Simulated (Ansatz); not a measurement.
Basis-set extrapolation for C2H5NS, SMILES `C/N=C/S` (PBE0-D4/def2-TZVP geometry, frozen core, Ansatz 0.2.0). Multiplicity 1, RHF reference.

|  | def2-TZVPP | def2-QZVPP |
| --- | --- | --- |
| HF | -530.663161 | -530.680856 |
| MP2 correlation | -0.714105 | -0.765000 |
| CCSD(T) correlation | -0.786618 | not run |

Energies in hartree. Use E(X) = E(∞) + A·exp(−7.88·√X) for Hartree–Fock and E(X) = E(∞) + B·X^(−2.97) for correlation, with X = 3 and 4, and add CCSD(T) minus MP2 of the smaller set to the MP2 limit.

What is the CCSD(T) energy at the basis-set limit?

HF limit: -530.680856 + (-0.017695) × 0.13774 = -530.68329. MP2 limit: -0.765000 + (-0.050895) × 0.74074 = -0.80270. Higher-order term: -0.786618 − (-0.714105) = -0.07251. Total: -531.55850 hartree, 285.4 kJ/mol below CCSD(T)/def2-TZVPP.
